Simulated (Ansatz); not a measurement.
# Al2H2+ (quartet): wave-function methods side by side, 6-31G

An exercise on one series of results from a longer session: the logs are not shown, and one member is left open.

Computed with Ansatz 0.2.0, Gaussian basis. Level: 6-31G, core rule «outside noble gas», up to 10 orbitals frozen.

Plan: UHF; CCSD(T) on ROHF; CCSD(T) on UHF; BCCD(T) on ROHF; CISD; CCSDT(Q) on ROHF; CCSDT(Q) on UHF; CISDTQ; CCSDTQ on ROHF; CCSDTQ on UHF; Full CI.

14 further runs of the same task are left out: 3 for a known fault of the program, 3 that didn't finish, 8 set aside as unsound or not needed.

## The geometry

The geometry is a PBE0/def2-TZVP stationary point (not a proven minimum) of the parent state, kept for this charge and spin.

4 atoms, charge 1, spin multiplicity 4.

Atoms are counted from 1 here; the program's logs count them from 0.

Bond lengths: Al1–Al2 2.545 Å, Al1–H3 1.589 Å, Al1–H4 1.589 Å. Angles: Al2–Al1–H3 116.8°, Al2–Al1–H4 116.8°, H3–Al1–H4 126.5°.

Set-up of the first run:

Input file in.yaml:

```yaml
crystal:
  periodic: [false, false, false]
  atoms:
    - {symbol: Al, position_ang: [0.000000, 0.000000, -1.200958]}
    - {symbol: Al, position_ang: [0.000000, 0.000000, 1.344142]}
    - {symbol: H, position_ang: [0.000000, 1.418400, -1.916458]}
    - {symbol: H, position_ang: [0.000000, -1.418400, -1.916458]}
basis:
  gaussian: {orbitals: 6-31G}
total_charge: 1
magnetization: {spin_polarized: true, initial_magnetization: 3}
hamiltonian: {xc: hf}
output: {orbitals: {seedname: orbitals}}
```

Launch:

```sh
ansatz run in.yaml --threads 1 --pin off --events-out ev --progress --plain --max-ram 2393MiB
```

Steps of the session up to this table: UHF; CCSD(T) on ROHF; CCSD(T) on UHF; BCCD(T) on ROHF; CISD; CCSDT(Q) on ROHF; CCSDT(Q) on UHF; CISDTQ; CCSDTQ on ROHF; CCSDTQ on UHF; Full CI.

One table of the session follows, with a row left open; its other results are not shown here.

| method | from FCI (kcal/mol) |
| --- | --- |
| ROHF | +37.72 |
| UHF | ? |
| RMP2 | +14.04 |
| UMP2 | +13.95 |
| CISD | +2.34 |
| RCCSD | +1.59 |
| UCCSD | +1.56 |
| RCCSD(T) | +0.76 |
| UCCSD(T) | +0.75 |
| BCCD(T) | +0.71 |
| RCCSDT | +0.07 |
| UCCSDT | +0.05 |
| CISDTQ | +0.03 |
| RCCSDT(Q) | +0.02 |
| UCCSDT(Q) | +0.01 |
| RCCSDTQ | 0.00 |
| UCCSDTQ | -0.02 |
| FCI | 0 |

Estimate the missing values for UHF.

**Answer.** from FCI (kcal/mol): +37.09. In the column «from FCI (kcal/mol)» it lies between RMP2 (+14.04) and ROHF (+37.72).

Among the levels timed on like hardware and quicker than the yardstick, those that no quicker one beats, quickest first: CISD (1.8 s, +2.34 kcal/mol); UCCSD(T) (3.2 s, +0.75 kcal/mol); BCCD(T) (3.7 s, +0.71 kcal/mol); UCCSDT(Q) (7.5 s, +0.01 kcal/mol).

Caveats from the session: The yardstick is full CI for this spin, exact in this basis with these frozen cores. Levels on UHF freeze UHF's core orbitals, full CI those of ROHF, so the U rows can settle a little off it for that reason alone. Restricted and unrestricted rows rest on different reference determinants; where their highest levels disagree by more than a few hundredths of an eV, they describe different states and don't form one ladder.
